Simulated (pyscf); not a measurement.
Thermochemistry of product channels of `[Cl][SnH]([Cl])[Cl]` + `[H]` [doublet] on the doublet surface, in kcal/mol, from ωB97M-D3(BJ)/def2-TZVP energies (ideal gas, 1 atm, RRHO with modes under 100 cm⁻¹ raised to 100, one conformer, R ln 2 for chiral ones without a mode under 150 cm⁻¹). PySCF, gas phase, ωB97X-D3(BJ)/def2-SVP geometries.

```json
[
 {"products": "`[ClH]` + `[Cl][SnH][Cl]` [doublet]", "ΔE": "-18.7", "ΔH(298 K)": "-16.2", "ΔG(600 K)": "-23.1", "ΔG(1200 K)": "-28.2"},
 {"products": "`[Cl][Sn]([Cl])[Cl]` [doublet] + `[H][H]`", "ΔE": "-35.8", "ΔH(298 K)": "-33.8", "ΔG(600 K)": "-36.8", "ΔG(1200 K)": "-39.1"}
]
```

These are energies of the channels, which say nothing of barriers. Elements past Kr carry the def2 core potentials, without spin-orbit coupling.
